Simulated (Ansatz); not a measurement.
**Worked example: building the atomization energy of C$_{4}$H$_{9}$, doublet**

Measured: the G2/97 heats of formation, with zero-point and thermal terms from B3LYP taken off, give an electronic atomization energy of 1198.7 kcal/mol (Curtiss et al., J. Chem. Phys. 106, 1063 (1997); Staroverov et al., J. Chem. Phys. 119, 12129 (2003)). The calculation below tries to reproduce it.

Geometry (MP2(full)/6-31G*, from the G2/97 set):

```yaml
atoms:
  - { symbol: C, position_ang: [0.0000, 0.0000, 0.1784] }
  - { symbol: C, position_ang: [0.0000, 1.4782, -0.0344] }
  - { symbol: C, position_ang: [1.2801, -0.7391, -0.0344] }
  - { symbol: C, position_ang: [-1.2801, -0.7391, -0.0344] }
  - { symbol: H, position_ang: [0.0000, 1.7315, -1.1073] }
  - { symbol: H, position_ang: [-0.8870, 1.9458, 0.4041] }
  - { symbol: H, position_ang: [0.8870, 1.9458, 0.4041] }
  - { symbol: H, position_ang: [1.4995, -0.8657, -1.1073] }
  - { symbol: H, position_ang: [2.1286, -0.2047, 0.4041] }
  - { symbol: H, position_ang: [1.2416, -1.7411, 0.4041] }
  - { symbol: H, position_ang: [-1.4995, -0.8657, -1.1073] }
  - { symbol: H, position_ang: [-1.2416, -1.7411, 0.4041] }
  - { symbol: H, position_ang: [-2.1286, -0.2047, 0.4041] }
```

Atomization energies (atoms less molecule, kcal/mol) from Ansatz 0.2.0, frozen cores, unrestricted molecule, unrestricted atoms, sets cc-pVDZ, cc-pVTZ, cc-pVQZ:

```csv
level,DZ,TZ,QZ
HF,908.12,920.16,921.32
CCSD(T),1121.17,1173.21,1187.25
CCSDT,1121.13,–,–
CCSDT(Q),1121.63,–,–
```

Extrapolate Hartree–Fock with exp(−5.46 √X) and the CCSD(T) correlation part with X⁻³ (X = 3, 4), add each higher step from the largest set that has it, and compare with the measured value.

Hartree–Fock: 921.32 + (921.32 − 920.16) × 0.301 = 921.67.
Correlation: TZ 253.05, QZ 265.93; (64 × 265.93 − 27 × 253.05) / 37 = 275.33.
Full triples (DZ): 1121.13 − 1121.17 = -0.04.
(Q) (DZ): 1121.63 − 1121.13 = 0.50.
Sum: 1197.5 kcal/mol, 1.2 below the measured 1198.7.

The steps beyond CCSD(T) add 0.46 kcal/mol, while going from QZ to the limit adds 9.75. Core correlation, scalar relativity, spin–orbit terms and the relaxation from this MP2 geometry are missing from the sum, and the measured value has its own uncertainty.
